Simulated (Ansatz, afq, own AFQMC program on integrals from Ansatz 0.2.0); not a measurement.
BNH2, singlet in cc-pVDZ, levels against CCSDT(Q)

```yaml
atoms:
  - { symbol: B, position_ang: [0.0000, 0.0000, 0.5713] }
  - { symbol: N, position_ang: [0.0000, 0.0000, -0.6613] }
  - { symbol: H, position_ang: [0.0000, 0.0000, 1.7429] }
  - { symbol: H, position_ang: [0.0000, 0.0000, -1.6528] }
```

Connectivity, by distances: BH–NH.

Basis cc-pVDZ. Only valence electrons are correlated. AFQMC by an in-house program on the Cholesky factors that Ansatz 0.2.0 writes for its CCSD(T) run. The CISD trial takes its coefficients from CCSD amplitudes. Released means that phaseless walkers are propagated on without the constraint, phases kept. Error bars are statistical, one sigma.

Determinant: RHF, the one that the program's search chose, which needn't be the lowest solution. The geometry is a point of a scan.

No full CI on the walks' own integrals is used here; CCSDT(Q) serves as the reference and is uncertain by about the last step of the cluster series.

```
T1 diagnostic                               : 0.0176
weight of the determinant in the CISD state : 0.895
size of the correlated space                : 10 electrons in 36 orbitals
```

| level | correlation energy (eV) |
| --- | --- |
| MP2 | -6.7838 |
| CCSD | -7.2081 |
| CCSD(T) | -7.4635 |

Q: Estimate where phaseless AFQMC with the Hartree–Fock trial lies against CCSD(T) on the same integrals.

A: 9.2 ± 84.6 meV below CCSD(T). The gap is under twice the noise, so this walk alone can't tell the two apart.

Reference: CCSDT(Q), correlation energy -7.502 eV. The released energy is read at 2.40 1/Eh (meV from the phaseless value at times in 1/Eh: -7 ± 23 at 0.24, 19 ± 17 at 0.51, 12 ± 16 at 0.99, -6 ± 14 at 1.62, 19 ± 21 at 2.40).

| level | E − E(reference) (meV) | share of correlation (%) |
| --- | --- | --- |
| CCSD(T) | 38.2 | 99.49 |
| CCSDT | 23.3 | 99.69 |
| ph-AFQMC/HF | 29.0 ± 84.6 | 99.61 |
| ph-AFQMC/CISD | -17.4 ± 17.8 | 100.23 |
| released AFQMC | 1.6 ± 21.1 | 99.98 |

A walk keeps the symmetry of its determinant, which the program's search chose and which needn't be the lowest solution, so a lower state of the same spin and another symmetry isn't excluded. Released energies are given only where the last usable release times agree within the noise; a slower fall can still hide under it.
